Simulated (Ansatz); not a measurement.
# ClF (SMILES FCl): entropy by statistical mechanics

A linear singlet with charge 0, relaxed at PBE0-D4/def2-TZVP (Ansatz 0.2.0):

```xyz
2

F     0.0000    0.0000    0.0313
Cl    0.0000    0.0000    1.6510
```

Harmonic wavenumbers in cm⁻¹: 824.

Masses in u: F 18.998, Cl 35.45. Take T = 298.15 K, p = 1 bar, R = 8.3145 J/(mol K), kT/hc = 207.22 cm⁻¹, rigid rotor and harmonic oscillator.

**Question.** Work out S° at 298 K.

**Answer.** 
1. Translation (Sackur–Tetrode): S = R[3/2 ln M + 5/2 ln T − 1.1517] with M = 54.448 gives 158.7 J/(mol K).
2. Rotation: the moment of inertia is 32.450 u Å², so B = 16.8576/I = 0.5195 cm⁻¹; σ = 1; q = kT/(σhcB) = 398.9; S = R(ln q + 1) = 58.1.
3. Vibration: with u = ν̃/207.22, each mode gives R[u/(eᵘ − 1) − ln(1 − e⁻ᵘ)]; the sum is 0.8, most from 824 cm⁻¹ (0.8).
4. Electronic: R ln 1 = 0.0, from the spin multiplicity alone.
5. Sum: 158.7 + 58.1 + 0.8 + 0.0 = 217.6 J/(mol K).

The tabulated value is 217.9 J/(mol K) (CRC Handbook of Chemistry and Physics): the model is off by -0.3.
